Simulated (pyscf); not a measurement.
Structures and frequencies: ωB97X-D3(BJ)/def2-SVP in PySCF. Correlated levels are frozen-core, on RHF or UHF. ΔMP2 is the change of the MP2 total energy from the triple- to the quadruple-zeta basis.

**Question.** Estimate the classical barrier height and the reaction energy of O=Ti(OH)–SH -> O=Ti=O + H₂S at CCSD(T)/def2-TZVPP + ΔMP2(QZVPP). The step runs on the singlet surface, breaks S–Ti, H–O and forms H–S; take the reactant's lowest minimum found as zero.

**Answer.** ΔE‡ = 2.16 eV, ΔE = +3.13 eV. Zero-point energy shifts the barrier by -0.10 eV. It is an elimination, with an imaginary mode of 555i cm⁻¹. On the product side the descent ends in an adduct with a S–Ti contact, 1.24 eV under the separated species and 0.17 eV under the saddle at ωB97X-D3(BJ)/def2-TZVP. At CCSD(T) the saddle lies under the separated products, which points to a path from their complex (located at ωB97X-D3(BJ) alone), and parting the products costs more than the saddle. What is counted as broken (S–Ti) persists as a longer contact in the product adduct; parting that adduct is a step of its own. At ωB97X-D3(BJ)/def2-TZVP the barrier from the zero used here is 2.25 eV. This is the saddle that the search found; another between the same sides may lie lower. The CCSD(T) − MP2 part came from Ansatz, without density fitting, on the same reference. The frozen core leaves the outer d or s,p core shells of the metals and heavy elements correlated in the MP2 and CC values, and def2-TZVPP describes them poorly, which can shift differences by a few kcal/mol.
